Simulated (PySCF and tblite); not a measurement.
4 constitutional isomers of C6H14:

| isomer | SMILES |
| --- | --- |
| A | [CH3:1][CH2:2][CH:3]([CH3:4])[CH2:5][CH3:6] |
| B | [CH3:1][CH2:2][CH2:3][CH:4]([CH3:5])[CH3:6] |
| C | [CH3:1][CH2:2][C:3]([CH3:4])([CH3:5])[CH3:6] |
| D | [CH3:1][CH2:2][CH2:3][CH2:4][CH2:5][CH3:6] |

Measured ¹³C shifts of one of them (ppm against TMS, one entry a carbon; solvent THF-d8; Fulmer et al., Organometallics 2010, 29, 2176): 32.34, 32.34, 23.33, 23.33, 14.22, 14.22.

Each isomer is a Boltzmann average at 298.15 K over at most 4 conformers: GFN2-xTB geometries, energies PBE0/pcSseg-1 (IEF-PCM, chloroform) (D3(BJ) added where defined), GIAO shieldings PBE0/pcSseg-1 (IEF-PCM, chloroform), GFN2-xTB thermal terms. Programs: PySCF with density fitting and tblite.

Computed shifts in falling order:

| carbon | measured | A | B | C | D |
| --- | --- | --- | --- | --- | --- |
| 1 | 32.34 | 40.9 | 45.4 | 40.7 | 36.6 |
| 2 | 32.34 | 33.3 | 32.0 | 33.0 | 36.6 |
| 3 | 23.33 | 33.3 | 24.9 | 30.8 | 27.5 |
| 4 | 23.33 | 20.9 | 24.7 | 30.8 | 27.5 |
| 5 | 14.22 | 13.8 | 24.7 | 30.8 | 16.8 |
| 6 | 14.22 | 13.8 | 16.7 | 11.1 | 16.8 |

Problem. Which structure fits the measured spectrum?

Solution. After a straight-line fit of each column to the measured values (slope held to 0.85 to 1.15; an offset alone for few or close values), with errors scored by one-sided Student-t tails (width 1.5 ppm, 10 degrees of freedom):

```json
{"isomer": "A", "slope": "1.000", "mean error (ppm)": "4.37", "largest error": "7.3", "P (%)": "0.0"}
{"isomer": "B", "slope": "1.000", "mean error (ppm)": "4.69", "largest error": "8.3", "P (%)": "0.0"}
{"isomer": "C", "slope": "1.000", "mean error (ppm)": "4.98", "largest error": "10.4", "P (%)": "0.0"}
{"isomer": "D", "slope": "1.000", "mean error (ppm)": "0.72", "largest error": "1.1", "P (%)": "100.0"}
```

The score favours D, which is the compound measured. Its computed assignment: ¹H (against TMS): 1.34 (H2/H5, 4H), 1.29 (H3/H4, 4H), 1.02 (H1/H6, 6H). ¹³C (against TMS): 36.6 (C3/C4), 27.5 (C2/C5), 16.8 (C1/C6).

The conformer set may be incomplete (the search or the number kept was capped). Shifts are unscaled: against experiment ¹³C can be off by 15 ppm or more and ¹H by 0.8 ppm. The cap on conformers cut off some of the population, so the set may be incomplete. A force-field rotamer fell away at GFN2-xTB, so the set may lack it. The search found a single conformer for at least one isomer; other rotamers may be missing.
